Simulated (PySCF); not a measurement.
**HPO₂, singlet: data card**

Computed with PySCF, PBE0, basis P def2-TZVP, O def2-TZVP, H def2-TZVP (no relativity, density fitting).

The structure is a minimum.

```xyz
4
charge 0 multiplicity 1, angstrom
P     0.2157    0.0000   -0.1396
O     0.4748    0.0000    1.2882
O    -0.9805    0.0000   -0.9610
H     1.3960    0.0000   -0.9033
```

```json
{"Point group": "C2v", "Bond lengths": "P–H 1.406 Å, P–O 1.451 Å (×2)", "Bond angles": "H–P–O 112.6° (×2), O–P–O 134.8°", "Dipole moment": "2.62 D", "Lowest empty level": "-2.08 eV", "Highest occupied level": "-10.05 eV", "Principal quadrupole moments (Buckingham, traceless) about the centre of mass": "-8.89, 4.19, 4.70 D Å", "Zero-point energy": "43.4 kJ/mol", "Entropy at 298.15 K and 1 bar": "251.6 J/(mol K)", "Rotational symmetry number": "2", "Enthalpy at 298.15 K above 0 K": "11.11 kJ/mol", "Atomisation energy without zero-point energy": "1435 kJ/mol", "Principal polarisabilities": "17.7, 24.9, 31.8 bohr³", "Heat capacity Cp at 298.15 K": "45.7 J/(mol K)", "Rotational constants": "2.18, 0.2937, 0.2588 cm⁻¹"}
```

Harmonic modes (masses in u: P 30.974, O 15.995, H 1.008):
| symmetry | ω (cm⁻¹) | IR (km/mol) | μ (u) | type |
| --- | --- | --- | --- | --- |
| a1 | 468 | 59.5 | 15.92 | bend |
| b1 | 626 | 11.2 | 1.57 | bend |
| b2 | 998 | 1.4 | 1.07 | bend |
| a1 | 1179 | 33.5 | 15.40 | stretch |
| b2 | 1502 | 180 | 20.26 | stretch |
| a1 | 2481 | 14.7 | 1.04 | stretch |

In C2v the vibrations span 3a1 + b1 + 2b2. Here b1 is antisymmetric to the molecular plane and b2 lies in it.

Charges (e):
```
atom  Mulliken  Löwdin  polar tensor  Mayer order to P1
  P1      0.72    0.40          1.30                  –
O2,3     -0.40   -0.20         -0.64               2.09
  H4      0.09    0.01         -0.03               0.89
```

Mulliken populations on P1: s 5.22, p 8.22, d 0.76, f 0.07.

Counting electrons, phosphorus keeps none of its valence electrons outside its bonds, so the VSEPR class is AX3 and the expected shape is trigonal planar; with unlike ligands the computed point group is C2v.

Other isomers or separated fragments may lie lower.

The final relaxation and frequency run took 38 s on 2 threads of a shared Arm Neoverse N1 host, with 105 basis functions and 12 gradients; the process peaked at 1.2 GiB.
